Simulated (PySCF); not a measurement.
**Computed and reference excited states of `C=C1C=C1` (methylenecyclopropene)**

Published values to compare with (the computed states carry no symmetry labels, so the two lists aren't matched line by line):

| state | E (eV) | f | kind of transition | source |
| --- | --- | --- | --- | --- |
| 3B2(π→π*) | 3.49 |  | vertical absorption | [1] |
| 1B2(π→π*) | 4.01 |  | band maximum or as reported | [2] |
| 1B2(π→π*) | 4.28 | 0.011 | vertical absorption | [1] |
| 3A1(π→π*) | 4.74 |  | vertical absorption | [1] |
| 1B1(π→3s) | 5.12 |  | band maximum or as reported | [2] |
| 1B1(π→3s) | 5.44 | 0.005 | vertical absorption | [1] |
| 1A2(π→3p) | 5.96 |  | vertical absorption | [1] |
| 1A1(π→π*) | 6.02 |  | band maximum or as reported | [2] |

[1] computed, theoretical best estimate (aug-cc-pVTZ, frozen core, CC3 geometry), gas; Veril, Scemama, Caffarel, Lipparini, Boggio-Pasqua, Jacquemin, Loos, WIREs Comput. Mol. Sci. 2021, 11, e1517 (QUESTDB)
[2] measured, solution, pentane; Loos, Lipparini, Boggio-Pasqua, Scemama, Jacquemin (2019), arXiv:1912.04173, literature columns

Compound: methylenecyclopropene, C4H4.
Cartesian coordinates in Å at the PBE0-D3(BJ)/def2-TZVP level; atoms count from 1:
```
atom  x, y, z in Å
C1     1.0010    0.2806   -1.0502
C2     0.1058    0.0255   -0.1081
C3    -0.6565    0.3764    1.0523
C4    -0.8589   -0.8141    0.5361
H5     1.2337   -0.4555   -1.8084
H6     1.5207    1.2292   -1.0805
H7    -0.9004    1.0922    1.8205
H8    -1.3831   -1.7546    0.5875
```

Level of theory: TDDFT CAM-B3LYP/aug-cc-pVTZ, vertical, gas phase, core orbitals frozen in the response (PySCF). Isolated species at its PBE0-D3(BJ)/def2-TZVP geometry, gas phase.

Computed singlets: 4.46 eV (f 0.014); 5.27 eV (f 0.007); 5.75 eV (f 0.029); 5.76 eV (f 0.000); 6.00 eV (f 0.212); 6.30 eV (f 0.000); 6.35 eV (f 0.000); 6.53 eV (f 0.000); 6.89 eV (f 0.000); 7.27 eV (f 0.063). Computed triplets (Tamm–Dancoff): 3.43, 4.58, 5.22, 5.73 eV.

Problem. How does the lowest computed singlet compare with the best estimate listed for the lowest singlet (vertical absorption)?

Solution. 4.46 eV against 4.28 eV for 1B2(π→π*) [1]: a difference of +0.17 eV. Geometry and basis of the two calculations needn't be the same.

Problem. How does the lowest computed triplet compare with the best estimate listed for the lowest triplet (vertical absorption)?

Solution. 3.43 eV against 3.49 eV for 3B2(π→π*) [1]: a difference of -0.06 eV. Geometry and basis of the two calculations needn't be the same.

A measured band maximum holds vibronic effects and, in solution, solvent shifts, so it needn't equal the vertical energy.
